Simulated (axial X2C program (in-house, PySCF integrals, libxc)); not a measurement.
# NO⁺ at several levels of theory

Calculated with an axial X2C code built on PySCF integrals. Spin-free means the one-electron spin-free X2C Hamiltonian; two-component (2c) means X2C with spin–orbit coupling and atomic mean-field two-electron Coulomb and Gaunt terms, so the difference of the two also holds small scalar two-electron terms. Basis: O dyall-av3z [7s6p3d2f], N dyall-av3z [7s7p3d2f] (cores contracted in-house); Gaussian nuclei, density fitting, unrestricted open shells. Masses: O 15.995 u, N 14.003 u.

Input file and command:
```json
{"zs": [8, 7], "q": 1, "bas": ["dyall-av3z", "dyall-av3z"], "levels": ["PBE0", "HF", "B3LYP"], "cc": true, "r0": 1.17, "thr": -2.0, "nmax": 90, "npts": 10, "nst": 2, "ntry": 6}
```
```bash
python so2c.py task.json out
```

Keys: zs atomic numbers; q charge; bas basis sets; levels methods; cc coupled cluster on or off; r0 starting distance in Å; thr threshold in hartree for freezing inner shells (an s shell follows its p shell); nmax most natural virtual spinors; npts points on the curve; nst determinants followed; ntry starts of the search. HF also brings MP2.

State, spin-free: M_S = 0, Λ = 0 (closed shell); electrons by block: σα: 5, σβ: 5, π+α: 1, π+β: 1, π-α: 1, π-β: 1. Fragments: O+ + N.

State, 2c: Ω = 0 (closed shell); electrons by block: 1/2: 6, -1/2: 6, 3/2: 1, -3/2: 1. Fragments: O+ + N.

```csv
Hamiltonian,level,Re (Å),ωe (cm⁻¹),ωexe (cm⁻¹),αe (cm⁻¹),De (eV),D0 (eV),k (mdyn/Å),μ (D)
spin-free,MP2,1.082,2158.4,22,0.0232,11.14,11.01,20.5,n/a
2c,PBE0,1.054,2524.1,13.6,0.0165,10.93,10.77,28,0.37
2c,HF,1.026,2839.9,12.1,0.0145,5.42,5.24,35.5,0.53
2c,CCSD,1.060,2465.1,14.2,0.0171,10.12,9.97,26.7,n/a
2c,CCSD(T),1.068,2357.7,16,0.0186,10.55,10.40,24.5,n/a
2c,B3LYP,1.057,2478.0,14.2,0.0171,11.16,11.01,27,0.38
```

Spin-free values that have a 2c row agree with it to the digits that matter (0.001 Å, 0.01 eV) and are not repeated.

Correlated methods: 10 electrons correlated (number of frozen shells: O 1 s; N 1 s), 198 virtual spin orbitals or spinors in MP2, 90 natural virtuals in coupled cluster.

Dipoles are positive if N is the positive end and refer to the centre of mass.

Occupations by symmetry block were frozen at the best pattern of an incomplete PBE0 search. The closed shell is kept restricted, so the energy runs too high when the bond is stretched far. De is counted from the lowest determinant-based energies of the atoms at the same level, without counterpoise correction. CCSD and (T) use frozen natural virtuals with an MP2 correction for the truncation; (T) itself is uncorrected, so its De runs slightly low.

No reliable constants came from MP2 (2c): no minimum in range, unconverged points, a curve that is not smooth, a change of character along it, or the two Hamiltonians disagreeing along it.

Rough cost a point (2c) on 1 thread(s) of a shared host, integrals apart: PBE0 0.1 s, CCSD(T) 2.1 s, B3LYP 0.11 s.

The whole task took 42 s on 1 thread of Arm Neoverse V2, on a shared host.
